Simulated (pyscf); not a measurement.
Homolytic dissociation enthalpies at 298 K of Al–S, Ga–S, In–S, In–Te bonds in 8 gas-phase molecules, in kcal/mol. PySCF, gas phase, ωB97X-D3(BJ)/def2-SVP geometries. Correlated levels are frozen-core, on RHF or UHF. ΔMP2 is the change of the MP2 total energy from the triple- to the quadruple-zeta basis. Both columns use the same structures and thermal terms. Rows were drawn at random from the closed-shell molecules with such a bond whose radicals are computed, keep their shape and have no isomer in the data more than 5 kcal/mol lower.

| row | molecule | radicals | r²SCAN/def2-TZVP | CCSD(T)/def2-TZVPP + ΔMP2(QZVPP) |
|---|---|---|---|---|
| 1 | HS–Ga(Cl)–Cl | SH• + [Cl–Ga–Cl]• | 79.6 | 83.9 |
| 2 | HO–InH–SH | [HO–InH]• + SH• | 71.6 | 75.6 |
| 3 | HO–In(OH)–SH | [HO–In–OH]• + SH• | 68.4 | 73.0 |
| 4 | HO–Al(OH)–SH | [HO–Al–OH]• + SH• | 92.6 | 95.5 |
| 5 | HS–GaH₂ | SH• + GaH₂• | 87.9 | ? |
| 6 | HO–Ga(OH)–SH | [HO–Ga–OH]• + SH• | 82.0 | 86.2 |
| 7 | H₂In–TeH | InH₂• + TeH• | 64.3 | 69.0 |
| 8 | HS–Ga(SH)–Cl | SH• + [HS–Ga–Cl]• | 79.5 | 83.7 |

Task: Fit a line that carries the r²SCAN values to the last column and predict row 5.

Result: In the 7 complete rows the last column lies 2.9 to 4.7 kcal/mol from r²SCAN (mean 4.1, median 4.2). Least squares gives y = 8.0 + 0.95·x with residuals of 0.3 kcal/mol (root mean square). For row 5: 8.0 + 0.95 × 87.9 = 91.5 kcal/mol. The computed value is 90.7 kcal/mol, 0.8 under the line. The CCSD(T) − MP2 part came from Ansatz, without density fitting, on the same reference. The frozen core leaves the outer d or s,p core shells of the metals and heavy elements correlated in the MP2 and CC values, and def2-TZVPP describes them poorly, which can shift differences by a few kcal/mol. Left out: the spin-orbit lowering of SH, TeH, which is large for Br, Se, Te and I. Elements up to Kr have no core potential and no relativistic terms here. Elements past Kr carry the def2 core potentials, without spin-orbit coupling.
